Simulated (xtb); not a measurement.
xtb input (GFN2-xTB):

```bash
xtb mol.xyz --gfn 2 --sp --chrg -1 --uhf 0
```
mol.xyz:
```
9

C     -0.01250278    -0.16829834     1.14391076
N      0.06210633     0.65089648     0.00291556
C     -0.01858037    -0.15746407    -1.14536995
H      0.80260144    -0.95701479     1.22954715
H      0.04682900     0.42338074     2.07234418
H     -0.96149308    -0.78871542     1.23502697
H      0.79603786    -0.94531417    -1.24279419
H      0.03583597     0.44297756    -2.06846351
H     -0.96805666    -0.77701480    -1.23731438
```

End of the output:

```
         :::::::::::::::::::::::::::::::::::::::::::::::::::::
         ::                     SUMMARY                     ::
         :::::::::::::::::::::::::::::::::::::::::::::::::::::
         :: total energy             -10.368188736676 Eh    ::
         :: gradient norm              0.012405502049 Eh/a0 ::
         :: HOMO-LUMO gap              9.751541130919 eV    ::
         ::.................................................::
         :: SCC energy               -10.477390062613 Eh    ::
         :: -> isotropic ES            0.156645521176 Eh    ::
         :: -> anisotropic ES          0.009327232126 Eh    ::
         :: -> anisotropic XC          0.010697186070 Eh    ::
         :: -> dispersion             -0.004642295364 Eh    ::
         :: repulsion energy           0.109201325937 Eh    ::
         :: add. restraining           0.000000000000 Eh    ::
         :: total charge              -1.000000000000 e     ::
         :::::::::::::::::::::::::::::::::::::::::::::::::::::

           -------------------------------------------------
          |                Property Printout                |
           -------------------------------------------------

    * Orbital Energies and Occupations

         #    Occupation            Energy/Eh            Energy/eV
      -------------------------------------------------------------
         1        2.0000           -0.3754732             -10.2171
         2        2.0000           -0.3654182              -9.9435
         3        2.0000           -0.3125195              -8.5041
         4        2.0000           -0.2749601              -7.4820
         5        2.0000           -0.2729922              -7.4285
         6        2.0000           -0.2630771              -7.1587
         7        2.0000           -0.2445002              -6.6532
         8        2.0000           -0.2109347              -5.7398
         9        2.0000           -0.0942069              -2.5635
        10        2.0000           -0.0358294              -0.9750 (HOMO)
        11                          0.3225331               8.7766 (LUMO)
        12                          0.3278705               8.9218
        13                          0.3422333               9.3126
        14                          0.3508425               9.5469
        15                          0.3645798               9.9207
Note: The following floating-point exceptions are signalling: IEEE_UNDERFLOW_FLAG IEEE_DENORMAL
normal termination of xtb
        16                          0.4006604              10.9025
        17                          0.4570129              12.4360
        18                          0.5347378              14.5510
      -------------------------------------------------------------
                  HL-Gap            0.3583625 Eh            9.7515 eV
             Fermi-level            0.1433518 Eh            3.9008 eV

     #   Z          covCN         q      C6AA      α(0)
     1   6 C        3.724     0.089    19.198     6.257
     2   7 N        1.818    -0.610    38.096     9.145
     3   6 C        3.724     0.089    19.198     6.257
     4   1 H        0.916    -0.111     5.957     3.818
     5   1 H        0.923    -0.063     4.428     3.291
     6   1 H        0.916    -0.111     5.957     3.818
     7   1 H        0.916    -0.111     5.957     3.818
     8   1 H        0.923    -0.063     4.428     3.291
     9   1 H        0.916    -0.111     5.957     3.818

 Mol. C6AA /au·bohr⁶  :        833.030040
 Mol. C8AA /au·bohr⁸  :      15502.562967
 Mol. α(0) /au        :         43.510284

Wiberg/Mayer (AO) data.
largest (>0.10) Wiberg bond orders for each atom

 ---------------------------------------------------------------------------
     #   Z sym  total        # sym  WBO       # sym  WBO       # sym  WBO
 ---------------------------------------------------------------------------
     1   6 C    3.978 --     2 N    1.110     5 H    0.978     6 H    0.934
                             4 H    0.934
     2   7 N    2.409 --     1 C    1.110     3 C    1.110
     3   6 C    3.978 --     2 N    1.110     8 H    0.978     9 H    0.934
                             7 H    0.934
     4   1 H    0.988 --     1 C    0.934
     5   1 H    0.996 --     1 C    0.978
     6   1 H    0.988 --     1 C    0.934
     7   1 H    0.988 --     3 C    0.934
     8   1 H    0.996 --     3 C    0.978
     9   1 H    0.988 --     3 C    0.934
 ---------------------------------------------------------------------------

Topologies differ in total number of bonds
Writing topology from bond orders to xtbtopo.mol

molecular dipole:
                 x           y           z       tot (Debye)
 q only:       -0.017      -0.183      -0.001
   full:       -0.076      -0.799      -0.004       2.039
molecular quadrupole (traceless):
                xx          xy          yy          xz          yz          zz
 q only:        1.601      -0.136       0.191      -0.010       0.010      -1.791
  q+dip:        1.651      -0.261      -1.058      -0.007      -0.002      -0.593
   full:        1.410      -0.247      -1.151      -0.006      -0.004      -0.259

           -------------------------------------------------
          | TOTAL ENERGY              -10.368188736676 Eh   |
          | GRADIENT NORM               0.012405502049 Eh/α |
          | HOMO-LUMO GAP               9.751541130919 eV   |
           -------------------------------------------------

------------------------------------------------------------------------
------------------------------------------------------------------------
 total:
 SCF:
```

It need not be the lowest isomer of its formula. Whether it binds its extra electron was not tested at this geometry.
